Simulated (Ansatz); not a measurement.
CCSD(T) forces

C$_{2}$H$_{5}$Al, closed shell, displaced at random from a GFN2-xTB minimum.

| atom | x (Å) | y (Å) | z (Å) |
| --- | --- | --- | --- |
| C1 | -0.7271 | 0.1527 | -0.3608 |
| C2 | 0.7709 | 0.4783 | 0.1887 |
| Al3 | 0.0579 | -1.2333 | 0.7577 |
| H4 | -1.0805 | 0.2262 | -1.6841 |
| H5 | -1.5020 | 1.0640 | 0.0282 |
| H6 | 0.8201 | 1.5095 | 0.5325 |
| H7 | 1.5124 | 0.3091 | -0.8146 |
| H8 | -0.1781 | -2.5120 | 1.6940 |

Program: Ansatz 0.2.0. Basis: def2-TZVPP. Cores are frozen in the correlated methods.

CCSD(T) forces from the calculation:
| atom | Fx | Fy | Fz (eV/Å) |
| --- | --- | --- | --- |
| C1 | -2.996 | 2.543 | -2.452 |
| C2 | 1.010 | -0.662 | -3.773 |
| Al3 | -0.821 | 0.815 | 0.214 |
| H4 | 1.609 | -0.403 | 3.848 |
| H5 | 1.891 | -2.801 | -0.565 |
| H6 | 0.534 | -0.287 | 0.256 |
| H7 | -1.553 | 0.573 | 2.808 |
| H8 | 0.326 | 0.221 | -0.337 |

Which atom feels the largest CCSD(T) force, and how large is it?

C1, 4.63 eV/Å, along (-0.65, 0.55, -0.53).

Root-mean-square difference of the force components from those of CCSD(T): PBE0-D4 0.153; wB97M-V 0.119; r2SCAN-D4 0.128; PBE-D4 0.167; B97M-V 0.178; LC-wPBE 0.231 eV/Å.

No T1 diagnostic of these runs exceeds 0.013. These are differences at one structure, and CCSD(T) in triple zeta is itself an approximation.

For scale, one of the runs: CCSD(T)/def2-TZVPP forces, 174 basis functions (an equivalent command: `ansatz run in.yaml --threads 4`). Hardware: 4 CPU threads, shared host. Wall time 65 s; peak host memory 2.9 GiB.
